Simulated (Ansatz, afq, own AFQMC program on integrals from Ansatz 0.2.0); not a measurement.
# Where AFQMC and coupled cluster stand for AlGeH2, quartet

```xyz
4

Ge   -0.0108    0.0000    0.6644
Al   -0.0327    0.0000   -1.7631
H     0.8273   -1.0534   -0.3408
H     0.8273    1.0534   -0.3408
```

Connectivity, by distances: Ge–Al, 2 bridging H.

Basis aug-cc-pVDZ. Noble-gas cores (and the filled d shells of Ga–Kr and In–Xe) are frozen. Integrals, coupled cluster, full CI and functionals: Ansatz 0.2.0; the random walks run on the same integrals in our own AFQMC program. ph-AFQMC/CISD is guided by a CISD state made of CCSD amplitudes; releasing the constraint for a short imaginary time cuts its bias at the price of noise, slowly where states lie close. Uncertainties: one standard error, sampling alone. No spin–orbit coupling.

Determinant: ROHF, the one that the program's search chose, which needn't be the lowest solution. The geometry is a PBE0/def2-TZVP stationary point of this or a neighbouring charge and spin state.

No full CI on the walks' own integrals is used here; CCSDT(Q) serves as the reference and is uncertain by about the last step of the cluster series.

Cautions: no relativity below Rb; no spin-orbit coupling; inner d shell frozen; another spin lies lower (by 3.40 eV); raised T1 diagnostic (T1 0.042, weight of the determinant 0.86, largest double 0.03).

The T1 diagnostic is 0.0418, the weight of the determinant in the CISD state is 0.857 and the size of the correlated space is 9 electrons in 62 orbitals.

| level | correlation energy (eV) |
| --- | --- |
| MP2 | -3.4448 |
| CCSD | -4.2930 |
| CCSD(T) | -4.4740 |

Question: Estimate where AFQMC with the constraint released lies against CCSD(T) on the same integrals.

Answer: 46.9 ± 3.1 meV below CCSD(T).

Reference: CCSDT(Q), correlation energy -4.530 eV. The released energy is read at 2.40 1/Eh (meV from the phaseless value at times in 1/Eh: -7 ± 3 at 0.24, -6.9 ± 2.0 at 0.51, -11.8 ± 2.0 at 0.99, -14 ± 3 at 1.62, -15 ± 3 at 2.40).

| level | E − E(reference) (meV) | share of correlation (%) |
| --- | --- | --- |
| CCSD(T) | 56.2 | 98.76 |
| CCSDT | 10.4 | 99.77 |
| ph-AFQMC/CISD | 24.0 ± 4.0 | 99.47 |
| released AFQMC | 9.3 ± 3.1 | 99.79 |

A walk keeps the symmetry of its determinant, which the program's search chose and which needn't be the lowest solution, so a lower state of the same spin and another symmetry isn't excluded. Released energies are given only where the last usable release times agree within the noise; a slower fall can still hide under it.
